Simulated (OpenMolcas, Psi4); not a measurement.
**How methods differ on CH6BN (SMILES CBN)**

CH6BN: 9 atoms, total charge 0, spin state singlet. As SMILES, `CBN`. The coordinates come from a PBE0-D4/def2-TZVP relaxation.

```xyz
9

C    -0.6653    0.7577   -0.5903
B     0.4594   -0.2829   -0.2562
N     0.5928   -0.8428    1.0107
H    -1.2919    0.3908   -1.4106
H    -0.2246    1.6922   -0.9543
H    -1.3199    0.9989    0.2523
H     1.2488   -0.6328   -1.0928
H     1.3062   -1.5110    1.2449
H    -0.0168   -0.6164    1.7792
```

Quantity: the energy change with the C1–H5 bond stretched from 1.095 to 2.410 Å, in eV. The values are calculated.

| level | kind | program | value (eV) | CPU time (all runs) |
| --- | --- | --- | --- | --- |
| HF/cc-pVDZ (restricted) | Hartree–Fock | Psi4 | 5.43 | 26 s |
| revPBE/cc-pVDZ (restricted) | GGA | OpenMolcas | 4.30 | 56 s |
| r2SCAN/cc-pVDZ (restricted) | meta-GGA | OpenMolcas | 4.61 | 81 s |
| B3LYP/cc-pVDZ (restricted) | global hybrid | Psi4 | 4.58 | 91 s |
| BHLYP/cc-pVDZ (restricted) | global hybrid | Psi4 | 5.07 | 68 s |
| wB97X-V/cc-pVDZ (restricted) | range-separated hybrid | Psi4 | 5.05 | 13 min |
| B2PLYP/cc-pVDZ (restricted) | double hybrid | OpenMolcas | 4.68 | 42 s |
| CCSD/cc-pVDZ (restricted) | coupled cluster or CI | Psi4 | 4.37 | 64 s |

The first shape isn't each level's own minimum. The values span 4.30 to 5.43 eV. CPU times are rough (shared hosts, several kinds of processor and program).
